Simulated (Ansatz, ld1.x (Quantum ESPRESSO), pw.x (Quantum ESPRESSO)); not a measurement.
**From atom to crystal: ultrasoft potential for cerium**

ld1.x (Quantum ESPRESSO) 7.5 input, shortened:

```
&input
   title='Ce', zed=58., rel=1, dft='PBESOL', iswitch=3,
   config='[Xe] 4f1 5d1 6s2 6p0'
 /
 &inputp
   pseudotype=3, tm=.true., lloc=-1, rcloc=3.40,
   nlcc=.true., rcore=1.65,
   which_augfun='PSQ', rmatch_augfun_nc=.true.
 /
8
5S  1  0   2.00   0.00  1.95  2.15  0.0
6S  2  0   2.00   0.00  1.95  2.15  0.0
5P  2  1   6.00   0.00  2.85  3.70  0.0
6P  3  1   0.00   0.00  2.85  3.70  0.0
5D  3  2   1.00   0.00  2.15  2.70  0.0
5D  3  2   0.00   0.80  2.15  2.70  0.0
4F  4  3   1.00   0.00  1.50  1.60  0.0
4F  4  3   0.00   0.05  1.50  1.60  0.0
 &test
   configts(1)='4f1 5s2 5p6 5d1 6s2 6p0'
 /
```

Atomic tests: cutoffs needed: 45 Ry and 70 Ry (the cutoffs (Ry, on a coarse ladder) from which the occupation-weighted sum of valence levels, in a spherical-Bessel basis at the reference potential, stays within 10 and 1 mRy of its value at 400 Ry); ghost test: no extra level below or beside the all-electron valence levels (s, p, d, f tested) (spherical-Bessel basis up to 400 Ry, 20 bohr box); configuration tests: test run stopped at test 2 of 7 (negative rho).

Crystal test: sc Ce in pw.x 7.5, no spin, 11³ k-points, Fermi–Dirac smearing 0.01 Ry, cutoffs 85/680 Ry. The lattice is a test structure that the element need not adopt, and mesh and smearing are coarse. Spin polarisation and strong correlation are left out, which matters for this element.

pw.x input:

```
&control
  calculation='scf', prefix='x', pseudo_dir='./', outdir='./tmp', tstress=.true., disk_io='none'
/
&system
  ibrav=0, nat=1, ntyp=1, ecutwfc=85, ecutrho=680, nbnd=14,
  occupations='smearing', smearing='fd', degauss=0.01
/
&electrons
  conv_thr=1e-09, mixing_beta=0.4, electron_maxstep=70
/
ATOMIC_SPECIES
Ce 1.0 Ce.UPF
CELL_PARAMETERS angstrom
  2.86249770 0.00000000 0.00000000
  0.00000000 2.86249770 0.00000000
  0.00000000 0.00000000 2.86249770
ATOMIC_POSITIONS crystal
Ce 0.0000 0.0000 0.0000
K_POINTS automatic
11 11 11 0 0 0
```

```bash
pw.x < Ce.scf.in > Ce.scf.out
```

Task: How does the run end?

Result: It converges; the pressure is 1.79 GPa against -1.40 GPa from all-electron LAPW. The largest radius (3.70 bohr) exceeds half the bond length (2.70 bohr), so the spheres overlap, which is one possible source of error among others. This is a poor potential for the solid. Atomic configuration tests: test run stopped at test 2 of 7 (negative rho). The log shows:

```
     scf convergence threshold =      1.0E-09
     Exchange-correlation= PBESOL
     number of k points=    56  Fermi-Dirac smearing, width (Ry)=  0.0100
     iteration #  1     ecut=    85.00 Ry     beta= 0.40
     total energy              =     -80.07152806 Ry
     estimated scf accuracy    <       0.82888485 Ry
     iteration #  2     ecut=    85.00 Ry     beta= 0.40
     total energy              =     -80.10547706 Ry
     estimated scf accuracy    <       3.44164218 Ry
     iteration #  3     ecut=    85.00 Ry     beta= 0.40
     total energy              =     -80.39596892 Ry
     estimated scf accuracy    <       0.00293128 Ry
     iteration #  4     ecut=    85.00 Ry     beta= 0.40
     total energy              =     -80.39882619 Ry
     estimated scf accuracy    <       0.00719626 Ry
     [... 2 iterations left out ...]
     iteration #  7     ecut=    85.00 Ry     beta= 0.40
     total energy              =     -80.40061143 Ry
     estimated scf accuracy    <       0.00000188 Ry
     iteration #  8     ecut=    85.00 Ry     beta= 0.40
     total energy              =     -80.40061366 Ry
     estimated scf accuracy    <       0.00000009 Ry
     iteration #  9     ecut=    85.00 Ry     beta= 0.40
     total energy              =     -80.40061368 Ry
     estimated scf accuracy    <       0.00000004 Ry
     iteration # 10     ecut=    85.00 Ry     beta= 0.40
     the Fermi energy is    17.2073 ev
!    total energy              =     -80.40061368 Ry
     estimated scf accuracy    <          7.3E-11 Ry
     smearing contrib. (-TS)   =      -0.01668834 Ry
     The total energy is F=E-TS. E is the sum of the following terms:
     one-electron contribution =      -2.43569453 Ry
     hartree contribution      =       9.64266209 Ry
     xc contribution           =     -12.06022050 Ry
     ewald contribution        =     -75.53067239 Ry
     convergence has been achieved in  10 iterations
          total   stress  (Ry/bohr**3)                   (kbar)     P=       17.93
     Message from routine punch:
     Nothing written, as per user request (disk_io='none')
```
